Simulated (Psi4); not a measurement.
# A workflow on Al2H6 ((H2Al-mu-H)2)

Aim: a structure relaxation (MP2/STO-3G), then the harmonic vibrations, then the energy (MP2/cc-pVTZ) of Al2H6 ((H2Al-mu-H)2). 

The results are computed with Psi4 1.11.

**1. The structure to begin with**

Al2H6 has 8 atoms, charge 0, and is taken as a singlet. Geometry: a GFN2-xTB relaxation, a rough one for these elements and not checked as a minimum. The run starts from this shape.

Bond lengths: Al1–Al5 2.590 Å, Al1–H2 1.556 Å, Al1–H3 1.554 Å, H4–Al5 1.819 Å, Al5–H6 1.555 Å, Al5–H7 1.554 Å, Al1–H8 1.819 Å. Some angles: Al1–Al5–H4 45.3°, Al1–Al5–H6 149.7°, Al1–Al5–H7 87.6°, Al5–Al1–H8 45.3°, H2–Al1–Al5 150.1°, H3–Al1–Al5 87.5°, H4–Al5–H6 117.4°, H4–Al5–H7 106.0°, H6–Al5–H7 122.7°, H2–Al1–H3 122.4°.

**2. A geometry optimisation at MP2/STO-3G (density fitting, density fitting for correlation) (run 1)**

File job.inp:

```
memory 1600 MB

molecule mol {
  Al    -0.352220     0.504670    -1.140050
  H     -0.405500     1.657990    -2.182450
  H     -1.047740    -0.865200    -1.376770
  H     -0.714070     0.919060     0.615110
  Al     0.405410    -0.405650     1.163050
  H      1.156470    -0.196140     2.508820
  H     -0.298360    -1.740920     0.792220
  H      1.256010     0.126190    -0.379940
}

set {
  geom_maxiter 60
  freeze_core  true
}

e_tot, wfn = opt("mp2/STO-3G", return_wfn=True)
print_variables()
```

The run is started by

```
psi4 -n 1 job.inp job.out
```

job.out:

```text
[...]
  Running in c1 symmetry.
[...]
  Nuclear repulsion =   78.024575075679223
[...]
  Multiplicity = 1
[...]
  Nalpha       = 16
  Nbeta        = 16
[...]
    Number of basis functions: 24
[...]
   @DF-RHF iter   1:  -481.41385683199860   -2.77626e+00   8.19391e-03 ADIIS/DIIS
[...]
   @DF-RHF iter   7:  -481.51091343747123    2.27374e-13   8.40315e-11 DIIS
[...]
    Orbital Energies [Eh]
    ---------------------
    Doubly Occupied:
       1A    -57.807495     2A    -57.807456     3A     -4.731934
       4A     -4.731710     5A     -2.961377     6A     -2.961147
       7A     -2.960805     8A     -2.960100     9A     -2.959734
      10A     -2.959090    11A     -0.651964    12A     -0.478642
      13A     -0.405945    14A     -0.381910    15A     -0.380663
      16A     -0.360228
[...]
  @DF-RHF Final Energy:  -481.51091343747123
   => Energetics <=
    Nuclear Repulsion Energy =             82.2588878739782672
    One-Electron Energy =                -836.5392053084406143
    Two-Electron Energy =                 272.7694039969911728
    Total Energy =                       -481.5109134374712312
[...]
  -Total Gradient:
     Atom            X                  Y                   Z
    ------   -----------------  -----------------  -----------------
       1        0.000015732283     0.000148806413    -0.000039617311
       2        0.000000103973    -0.000030531983     0.000034007661
       3       -0.000004796742    -0.000068898226     0.000033237951
       4       -0.000010584449    -0.000051925299    -0.000038997570
       5        0.000107583372     0.000087466770     0.000087574010
       6       -0.000019292384    -0.000007505797    -0.000035270875
       7       -0.000046993628    -0.000027453361    -0.000056034686
       8       -0.000041752427    -0.000049958519     0.000015100815
[...]
```

Standard output:

```text
Optimizer: Optimization complete!
```

Wall time 9 s (1 thread of AMD EPYC 9R45 (Zen 5), shared host); peak memory 0.21 GiB.

The path in brief:

```csv
step,energy from the first frame kept (eV),largest force (eV/Å)
0,0.0000,2.0242
1,-0.7851,1.6030
2,-1.1601,0.4393
3,-1.3350,0.3066
4,-1.4580,0.1656
5,-1.5130,0.1533
6,-1.5365,0.0983
7,-1.5452,0.0910
8,-1.5470,0.0266
9,-1.5473,0.0138
10,-1.5473,0.0084
```

After the run. Bond lengths: Al1–Al5 2.475 Å, Al1–H2 1.483 Å, Al1–H3 1.483 Å, Al1–H4 1.651 Å, Al5–H6 1.483 Å, Al5–H7 1.483 Å, Al5–H8 1.651 Å. Some angles: Al1–Al5–H6 115.9°, Al1–Al5–H7 115.8°, Al1–Al5–H8 41.5°, H2–Al1–Al5 115.9°, H3–Al1–Al5 115.8°, H4–Al1–Al5 41.5°, H6–Al5–H7 128.3°, H6–Al5–H8 109.1°, H7–Al5–H8 109.0°, H2–Al1–H3 128.3°.

**3. Vibrational wavenumbers at MP2/STO-3G (density fitting, density fitting for correlation) (run 2)**

File al2h6.xyz:

```xyz
8
Al2H6
Al    -0.345913     0.479213    -1.087608
H      0.061136     1.870743    -1.401037
H     -1.138588    -0.457037    -1.921753
H     -0.898082     0.415176     0.467399
Al     0.391992    -0.393433     1.107528
H      1.184975     0.541477     1.942637
H     -0.016154    -1.785054     1.419783
H      0.943922    -0.329870    -0.447588
```

File al2h6.py:

```python
import psi4

psi4.set_memory('1600 MB')
psi4.set_num_threads(1)
psi4.core.set_output_file('run.log', False)

with open('al2h6.xyz') as f:
    atoms = ''.join(f.readlines()[2:])
molecule = psi4.geometry('0 1\n' + atoms + '')

options = {'basis': 'STO-3G', 't': 298.15, 'freeze_core': True, 'rotational_symmetry_number': 4}
psi4.set_options(options)

e_tot, wfn = psi4.frequency('mp2', molecule=molecule, return_wfn=True)
print(f'mp2 energy: {e_tot:.10f} Eh')
print('wavenumbers / cm^-1:', wfn.frequencies().np.round(1))
```

The run is started by

```
python al2h6.py
```

run.log:

```text
[...]
  Running in c1 symmetry.
[...]
  Nuclear repulsion =   82.258889511358603
[...]
  Multiplicity = 1
[...]
  Nalpha       = 16
  Nbeta        = 16
[...]
    Number of basis functions: 24
[...]
   @DF-RHF iter   1:  -481.48864181190203   -2.58631e+00   6.89154e-03 ADIIS/DIIS
[...]
   @DF-RHF iter  10:  -481.51090255985383   -1.13687e-13   2.32025e-11 DIIS
[...]
  @DF-RHF Final Energy:  -481.51090255985383
   => Energetics <=
    Nuclear Repulsion Energy =             82.2538114664255176
    One-Electron Energy =                -836.5284041835856215
    Two-Electron Energy =                 272.7636901573062573
    Total Energy =                       -481.5109025598538324
[...]
  -Total Gradient:
     Atom            X                  Y                   Z
    ------   -----------------  -----------------  -----------------
       1        0.000052082296     0.000123930533     0.000094813961
       2        0.000021368207    -0.000041114698     0.000024296265
       3        0.000028528507    -0.000085965738     0.000027957769
       4       -0.000042725100    -0.000026227346    -0.000044907569
       5        0.000087646613     0.000216666214     0.000231423872
       6       -0.000047932289    -0.000024480042     0.000009926675
       7       -0.000104843911    -0.000188148075     0.000067211759
       8        0.000005875677     0.000025339155    -0.000410722725
[...]
  ==> Harmonic Vibrational Analysis <==
[...]
  Freq [cm^-1]                 307.6409            496.1878            576.0274
[...]
  Freq [cm^-1]                 583.3519            619.2188            821.2093
[...]
  Freq [cm^-1]                 905.6387            964.4084           1076.2898
[...]
  Freq [cm^-1]                1171.3901           1745.7182           1775.2327
[...]
  Freq [cm^-1]                1854.2806           2019.9642           2609.3071
[...]
```

Standard output:

```text
Warning: used thermodynamics relations inappropriate for low-frequency modes: ['307.6409' '496.1878' '576.0274' '583.3519' '619.2188']
mp2 energy: -481.5791662469 Eh
wavenumbers / cm^-1: [ 307.6  496.2  576.   583.4  619.2  821.2  905.6  964.4 1076.3 1171.4
 1745.7 1775.2 1854.3 2020.  2609.3 2612.3 2665.1 2667.4]
```

Run time: 28 s. Hardware: 1 thread of AMD EPYC 9R45 (Zen 5), shared host; peak memory 0.21 GiB.

**4. A single-point energy at MP2/cc-pVTZ (density fitting, density fitting for correlation) (run 3)**

File al2h6.in:

```
memory 1600 mb

molecule {
  0 1
  Al
  H 1 r2
  H 1 r3 2 a3
  H 1 r4 2 a4 3 d4
  Al 4 r5 1 a5 2 d5
  H 5 r6 4 a6 1 d6
  H 5 r7 6 a7 4 d7
  H 5 r8 6 a8 4 d8

  r2 = 1.483335
  r3 = 1.483474
  a3 = 128.30715
  r4 = 1.651375
  a4 = 109.09306
  d4 = -135.52262
  r5 = 1.651637
  a5 = 97.0519
  d5 = -107.79875
  r6 = 1.483336
  a6 = 109.09866
  d6 = 107.80604
  r7 = 1.483474
  a7 = 128.3036
  d7 = -135.48306
  r8 = 1.651379
  a8 = 109.10143
  d8 = 88.99292
}

set basis cc-pVTZ
set freeze_core true

energy('mp2')
print_variables()
```

The run is started by

```
psi4 -i al2h6.in -o al2h6.out -n 1
```

al2h6.out:

```text
[...]
  Running in c1 symmetry.
[...]
  Nuclear repulsion =   82.258882314170549
[...]
  Multiplicity = 1
[...]
  Nalpha       = 16
  Nbeta        = 16
[...]
    Number of basis functions: 152
[...]
   @DF-RHF iter   1:  -487.28402064069280   -4.35175e-01   1.14096e-03 DIIS/ADIIS
[...]
   @DF-RHF iter   8:  -487.31680313418644   -1.67120e-11   2.45524e-09 DIIS
[...]
    Orbital Energies [Eh]
    ---------------------
    Doubly Occupied:
       1A    -58.458731     2A    -58.458729     3A     -4.881057
       4A     -4.880865     5A     -3.195682     6A     -3.194980
       7A     -3.194737     8A     -3.194375     9A     -3.194051
      10A     -3.193952    11A     -0.712447    12A     -0.543027
      13A     -0.497642    14A     -0.468730    15A     -0.459574
      16A     -0.440235
[...]
  @DF-RHF Final Energy:  -487.31680313418644
   => Energetics <=
    Nuclear Repulsion Energy =             82.2588823141705490
    One-Electron Energy =                -841.2137399834953158
    Two-Electron Energy =                 271.6380545351382807
    Total Energy =                       -487.3168031341864435
[...]
 Multipole Moments:
 ------------------------------------------------------------------------------------
     Multipole            Electronic (a.u.)      Nuclear  (a.u.)        Total (a.u.)
 ------------------------------------------------------------------------------------
 L = 1.  Multiply by 2.5417464519 to convert [e a0] to [Debye]
 Dipole X            :          0.0001273           -0.0000735            0.0000538
 Dipole Y            :         -0.0013467            0.0007683           -0.0005784
 Dipole Z            :          0.0031005           -0.0017497            0.0013508
 Magnitude           :                                                    0.0014704
[...]
```

Wall time 3.6 s (1 thread of AMD EPYC 9R45 (Zen 5), shared host); peak memory 0.35 GiB.

**5. What came out**

```
                                                                    quantity             value
                                  run 1, MP2/STO-3G: total energy at the end     -481.57917 Eh
             run 1, MP2/STO-3G: correlation energy (10 core orbitals frozen)         -68.3 mEh
                                       run 2, MP2/STO-3G: correlation energy         -68.3 mEh
                               run 2, MP2/STO-3G: lowest harmonic wavenumber          308 cm⁻¹
                              run 2, MP2/STO-3G: highest harmonic wavenumber         2667 cm⁻¹
                                        run 2, MP2/STO-3G: zero-point energy      152.3 kJ/mol
run 2, MP2/STO-3G: ideal-gas entropy at 298.15 K (symmetry number 4 as used)  62.5 cal/(mol K)
                                            run 3, MP2/cc-pVTZ: total energy     -487.51978 Eh
                     run 3, MP2/cc-pVTZ: HOMO energy (Hartree–Fock orbitals)         -11.98 eV
                     run 3, MP2/cc-pVTZ: LUMO energy (Hartree–Fock orbitals)           1.89 eV
                   run 3, MP2/cc-pVTZ: HOMO–LUMO gap (Hartree–Fock orbitals)          13.87 eV
            run 3, MP2/cc-pVTZ: correlation energy (10 core orbitals frozen)        -203.0 mEh
```

The optimisation (run 1, MP2/STO-3G) took 11 steps and changed the energy by -1.547 eV. All 18 modes (run 2, MP2/STO-3G) are real, so the shape is a minimum at this level.
